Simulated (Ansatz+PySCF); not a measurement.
Values are calculated unless marked as measured or tabulated.
## PySCF 2.14.0 run

```python
from pyscf import gto, scf, cc

mol = gto.M(atom="""
C 0.000000 0.000000 0.000000
C 0.000000 0.000000 1.120000
""", basis='sto-3g', charge=0, spin=0)
mf = scf.UHF(mol)
mf.kernel()
mycc = cc.CCSD(mf, frozen=2).run()
et = mycc.ccsd_t()
print(mf.e_tot, mycc.e_corr, et, mycc.e_tot + et)
```

The script is written out from the run's settings.

Results

```json
{
 "Converged": "yes",
 "Reference energy": "-74.39022 hartree",
 "CCSD correlation energy": "-0.24306 hartree",
 "Triples correction": "-0.01229 hartree",
 "Total energy": "-74.64557 hartree",
 "Spin squared of the determinant": "0.000"
}
```

The reference isn't the lowest determinant (another lies 3.59 eV lower), but the same method gives a higher total on the lower determinant. Caution: large amplitudes, a single reference is doubtful.
